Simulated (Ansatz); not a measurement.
Ansatz (an electronic-structure program) input (SVWN5/def2-TZVPD):

Ansatz 0.2 input:
```yaml
crystal:
  periodic: [false, false, false]
  atoms:
    - {symbol: Si, position_ang: [0.01241810, 0.02066246, 1.21192572]}
    - {symbol: Si, position_ang: [-0.00991521, 0.04867099, -1.12060913]}
    - {symbol: H, position_ang: [-1.20864940, -0.56547163, 1.82210639]}
    - {symbol: H, position_ang: [1.21762135, -0.61946299, 1.79894031]}
    - {symbol: H, position_ang: [-0.03689409, -1.31618260, -1.70716646]}
    - {symbol: H, position_ang: [-1.21053620, 0.78404316, -1.58393597]}
    - {symbol: H, position_ang: [1.20341781, 0.74640588, -1.60837640]}
basis:
  gaussian:
    orbitals: def2-TZVPD
hamiltonian:
  xc: {name: SVWN5}
magnetization: {spin_polarized: true, initial_magnetization: 1}
output: {forces: true}
```

End of the output:

```
integrals: 0.04 GiB planned
805 factors; their error is unknown
mean field: 0.45 GiB planned
mean field evaluation 1: about -15769.5330 eV, gradient 1.3e1 eV
mean field evaluation 2: about -15770.2890 eV, gradient 1.0e1 eV
mean field evaluation 4: about -15771.0556 eV, gradient 5.0e-1 eV
mean field evaluation 8: about -15771.0446 eV, gradient 7.2e-2 eV
mean field evaluation 16: about -15771.0446 eV, gradient 1.4e-5 eV
mean field -15771.04463264 eV, -579.5752002514 hartree, gradient 1.4e-5 eV, S^2 0.751974; 0 other end points of the search recorded, 0 dependent functions left out
the calculation of the forces begins
reference -15771.04467429 eV, -579.5752017823 hartree; 17, 16 occupied and 114, 115 virtual orbitals, 805 factors
Total energy: -15771.04467429 eV, -579.5752017823 hartree
Atom 0 at     0.012418     0.020662     1.211926 Å, force    -0.001998     0.143395    -0.476307 eV/Å
Atom 1 at    -0.009915     0.048671    -1.120609 Å, force     0.005383     0.008117     0.520405 eV/Å
Atom 2 at    -1.208649    -0.565472     1.822106 Å, force    -0.189923    -0.071895     0.096145 eV/Å
Atom 3 at     1.217621    -0.619463     1.798940 Å, force     0.188755    -0.079825     0.092485 eV/Å
Atom 4 at    -0.036894    -1.316183    -1.707166 Å, force    -0.004573    -0.225168    -0.090810 eV/Å
Atom 5 at    -1.210536     0.784043    -1.583936 Å, force    -0.187469     0.115792    -0.069009 eV/Å
Atom 6 at     1.203418     0.746406    -1.608376 Å, force     0.189825     0.109584    -0.072908 eV/Å
Dipole moment:    -0.000161    -0.007582    -0.015018 e Å
```

It need not be the lowest isomer of its formula.
